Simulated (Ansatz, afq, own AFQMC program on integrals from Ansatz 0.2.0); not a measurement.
**AlH₂O, quartet in cc-pVDZ, levels against CCSDT(Q)**

| atom | x (Å) | y (Å) | z (Å) |
| --- | --- | --- | --- |
| Al | 0.0000 | 0.0000 | 0.6535 |
| O | 0.0000 | 0.0000 | -1.0930 |
| H | 0.0000 | -1.6221 | -0.0723 |
| H | 0.0000 | 1.6221 | -0.0723 |

Connectivity, by distances: AlH2–O.

Basis cc-pVDZ. Noble-gas cores (and the filled d shells of Ga–Kr and In–Xe) are frozen. Ansatz 0.2.0 and our own AFQMC program on the same integrals; the CISD trial comes from CCSD amplitudes, and released means the phaseless constraint is let go. Free AFQMC starts from the CCSD state and is never constrained. Its projection time is finite, and what remains of the start isn't in its error. ± is one standard error of the sampling.

Determinant: ROHF, the one that the program's search chose, which needn't be the lowest solution. The geometry is a point of a scan.

No full CI on the walks' own integrals is used here; CCSDT(Q) serves as the reference and is uncertain by about the last step of the cluster series.

Cautions: lower spins were not checked; higher spins were not checked; a spin-contaminated unrestricted determinant lies lower (UHF 653 meV lower, ⟨S²⟩ 3.83); strong correlation (T1 0.069, weight of the determinant 0.80, largest double 0.07).

The T1 diagnostic is 0.0693, the weight of the determinant in the CISD state is 0.800 and the size of the correlated space is 11 electrons in 36 orbitals.

```
  level  correlation energy (eV)
    MP2                  -6.2242
   CCSD                  -7.2473
CCSD(T)                  -7.4867
```

(1) Estimate where phaseless AFQMC with a CISD trial lies against CCSD(T) on the same integrals.

(1) 0.61 ± 0.49 kcal/mol below CCSD(T). The gap is under twice the noise, so this walk alone can't tell the two apart.

Reference: CCSDT(Q), correlation energy -7.572 eV. The released energy is read at 2.40 1/Eh (meV from the phaseless value at times in 1/Eh: -4 ± 23 at 0.24, -6 ± 25 at 0.51, -15 ± 20 at 0.99, -21 ± 28 at 1.62, 16 ± 30 at 2.40).

| level | E − E(reference) (kcal/mol) | share of correlation (%) |
| --- | --- | --- |
| CCSD(T) | 1.96 | 98.88 |
| CCSDT | 0.83 | 99.52 |
| ph-AFQMC/HF | 7.39 ± 1.59 | 95.77 |
| ph-AFQMC/CISD | 1.35 ± 0.49 | 99.23 |
| released AFQMC | 1.72 ± 0.70 | 99.02 |
| free AFQMC | 0.33 ± 0.55 | 99.81 |

Free projections are given only where their last times agree within the noise and don't stop above the reference; a slow remainder of the start can still hide under it. A walk keeps the symmetry of its determinant, which the program's search chose and which needn't be the lowest solution, so a lower state of the same spin and another symmetry isn't excluded. Released energies are given only where the last usable release times agree within the noise; a slower fall can still hide under it.
